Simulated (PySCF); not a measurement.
# Worked example for 2-hexyne: ionisation energy to the radical cation

Structure: `CC#CCCC` (C6H10).

These are calculated values, ωB97X-D3(BJ)/ma-def2-TZVP in PySCF (grid level 2) at geometries from PBE0-D3(BJ)/def2-SVP. The prefix ma- adds one diffuse s and one diffuse p function on all atoms but H. ωB97X-D3(BJ) is ωB97X-V with D3(BJ) in place of VV10. Zero-point energies come from unscaled PBE0-D3(BJ)/def2-SVP harmonic frequencies.

| state | structure | E / Eh |
| --- | --- | --- |
| parent | parent | -234.816355 |
| radical cation | parent | -234.472808 |
| radical cation | radical cation | -234.476874 |
| parent | radical cation | -234.805098 |

Zero-point energy of the radical cation less that of the parent: -0.128 eV. 1 Eh = 27.2114 eV.

**Question.** Work out the vertical and adiabatic ionisation energy.

**Answer.** Vertical: (-234.472808) − (-234.816355) = 0.343547 Eh = 9.35 eV. Adiabatic: 0.339481 Eh = 9.238 eV, and 9.11 eV with zero-point energy.

**Question.** And the inner reorganisation energy of self-exchange?

**Answer.** The radical cation relaxes by 110.6 meV and the parent by 306.3 meV, so λ = 417 meV.
